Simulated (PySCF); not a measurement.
Isomers of C4H7P, mass 86.029 u with the commonest isotopes. The calculation used CAM-B3LYP/def2-SVPD in PySCF (dipole) on a GFN2-xTB geometry, gas phase. One conformer each, none proved a minimum here; rigid rotors.

Task: Order these by rotational constant C, smallest first.
A. `[CH3:1][CH2:2][P:3]1[CH:4]=[CH:5]1` with C1–C2–P3–C4 -78°
B. `[CH3:1][CH2:2][CH2:3][C:4]#[P:5]` with C1–C2–C3–C4 65°
C. `[CH:1]#[C:2][CH2:3][PH:4][CH3:5]` with C2–C3–P4–C5 -54°
D. `[H]/[P:5]=[C:3](\[CH:2]=[CH2:1])[CH3:4]` with C1–C2–C3–C4 0°
E. `[CH2:1]=[P:2]/[CH:3]=[CH:4]\[CH3:5]` with C1–P2–C3–C4 180°
F. `[CH:1]1=[CH:2][CH2:3][PH:4][CH2:5]1` with C1–C2–C3–P4 -15°, C2–C3–P4–C5 19°, C3–P4–C5–C1 -19°, C2–C1–C5–P4 15°

Result: B (1753 MHz), E (1874 MHz), D (1996 MHz), C (2127 MHz), A (2713 MHz), F (2872 MHz).

Task: Order these by rotational constant A, largest first.
A. `[CH:1]#[C:2][CH2:3][PH:4][CH3:5]` with C2–C3–P4–C5 -54°
B. `[CH2:1]=[P:2]/[CH:3]=[CH:4]\[CH3:5]` with C1–P2–C3–C4 180°
C. `[CH:1]1=[CH:2][CH2:3][PH:4][CH2:5]1` with C1–C2–C3–P4 -15°, C2–C3–P4–C5 19°, C3–P4–C5–C1 -19°, C2–C1–C5–P4 15°
D. `[H]/[P:5]=[C:3](\[CH:2]=[CH2:1])[CH3:4]` with C1–C2–C3–C4 0°
E. `[CH3:1][CH2:2][CH2:3][C:4]#[P:5]` with C1–C2–C3–C4 65°

Result: B (12312 MHz), E (8949 MHz), D (7554 MHz), A (7002 MHz), C (6487 MHz).

Task: Order these by rotational constant B, smallest first.
A. `[CH3:1][CH2:2][P:3]1[CH:4]=[CH:5]1` with C1–C2–P3–C4 -78°
B. `[H]/[P:5]=[C:3](\[CH:2]=[CH2:1])[CH3:4]` with C1–C2–C3–C4 0°
C. `[CH:1]#[C:2][CH2:3][PH:4][CH3:5]` with C2–C3–P4–C5 -54°
D. `[CH3:1][CH2:2][CH2:3][C:4]#[P:5]` with C1–C2–C3–C4 65°
E. `[CH2:1]=[P:2]/[CH:3]=[CH:4]\[CH3:5]` with C1–P2–C3–C4 180°
F. `[CH:1]1=[CH:2][CH2:3][PH:4][CH2:5]1` with C1–C2–C3–P4 -15°, C2–C3–P4–C5 19°, C3–P4–C5–C1 -19°, C2–C1–C5–P4 15°

Result: D (2009 MHz), E (2181 MHz), C (2607 MHz), B (2669 MHz), A (3247 MHz), F (4544 MHz).

```json
{"SMILES": "C#CCPC", "point group": "C1", "Ia (u·Å²)": "72.17", "Ib (u·Å²)": "193.84", "Ic (u·Å²)": "237.61", "κ": "-0.80", "μa (D)": "0.29", "μb (D)": "0.50", "μc (D)": "0.31"}
{"SMILES": "CCCC#P", "point group": "C1", "Ia (u·Å²)": "56.47", "Ib (u·Å²)": "251.54", "Ic (u·Å²)": "288.28", "κ": "-0.93", "μa (D)": "1.43", "μb (D)": "0.55", "μc (D)": "0.05"}
{"SMILES": "[H]/P=C(/C)C=C", "point group": "Cs", "Ia (u·Å²)": "66.91", "Ib (u·Å²)": "189.38", "Ic (u·Å²)": "253.15", "κ": "-0.76", "μa (D)": "1.42", "μb (D)": "0.09", "μc (D)": "0.00"}
{"SMILES": "C1=CCPC1", "point group": "Cs", "Ia (u·Å²)": "77.90", "Ib (u·Å²)": "111.22", "Ic (u·Å²)": "175.98", "κ": "-0.07", "μa (D)": "1.18", "μb (D)": "0.00", "μc (D)": "0.13"}
{"SMILES": "CCP1C=C1", "point group": "C1", "Ia (u·Å²)": "71.91", "Ib (u·Å²)": "155.63", "Ic (u·Å²)": "186.28", "κ": "-0.75", "μa (D)": "0.37", "μb (D)": "1.20", "μc (D)": "0.69"}
{"SMILES": "C=P/C=C\\C", "point group": "Cs", "Ia (u·Å²)": "41.05", "Ib (u·Å²)": "231.67", "Ic (u·Å²)": "269.61", "κ": "-0.94", "μa (D)": "0.93", "μb (D)": "0.86", "μc (D)": "0.00"}
```
